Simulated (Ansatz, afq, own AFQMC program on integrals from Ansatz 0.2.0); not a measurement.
## Where AFQMC and coupled cluster stand for CHO, doublet

```xyz
3

O     0.0000    0.0746    0.5425
C     0.0000   -0.1522   -0.6041
H     0.0000    0.6297   -1.4126
```

Connectivity, by distances: O–CH.

Basis cc-pVTZ. Noble-gas cores (and the filled d shells of Ga–Kr and In–Xe) are frozen. Integrals, coupled cluster, full CI and functionals: Ansatz 0.2.0; the random walks run on the same integrals in our own AFQMC program. The CISD trial takes its coefficients from CCSD amplitudes. Released means that phaseless walkers are propagated on without the constraint, phases kept. ± is one standard error of the sampling.

Determinant: UHF, the one that the program's search chose, which needn't be the lowest solution. The geometry is a PBE0/def2-TZVP stationary point of this or a neighbouring charge and spin state.

No full CI on the walks' own integrals is used here; CCSDT(Q) serves as the reference and is uncertain by about the last step of the cluster series.

Cautions: the released energies are still falling, so no released level is given (meV from the phaseless value at times in 1/Eh: -5 ± 4 at 0.24, -16 ± 4 at 0.51, -10 ± 5 at 0.99, -12 ± 5 at 1.62, -32 ± 8 at 2.40), though the last usable value meets CCSDT(Q) within the noise; the ph-AFQMC/HF walk drifts between its halves (2.3 errors).

The T1 diagnostic is 0.0218 and the weight of the determinant in the CISD state is 0.889. The ⟨S²⟩ of the determinant is 0.765. The size of the correlated space is 11 electrons in 72 orbitals.

Reference: CCSDT(Q), correlation energy -10.669 eV.

| level | E − E(reference) (kJ/mol) | share of correlation (%) |
| --- | --- | --- |
| HF | 1029.4 | 0.00 |
| MP2 | 66.5 | 93.54 |
| CCSD | 47.9 | 95.35 |
| CCSD(T) | 3.8 | 99.63 |
| CCSDT | 2.9 | 99.72 |
| ph-AFQMC/HF | 5.7 ± 2.6 | 99.44 |
| ph-AFQMC/CISD | 2.0 ± 0.5 | 99.81 |

A walk keeps the symmetry of its determinant, which the program's search chose and which needn't be the lowest solution, so a lower state of the same spin and another symmetry isn't excluded.
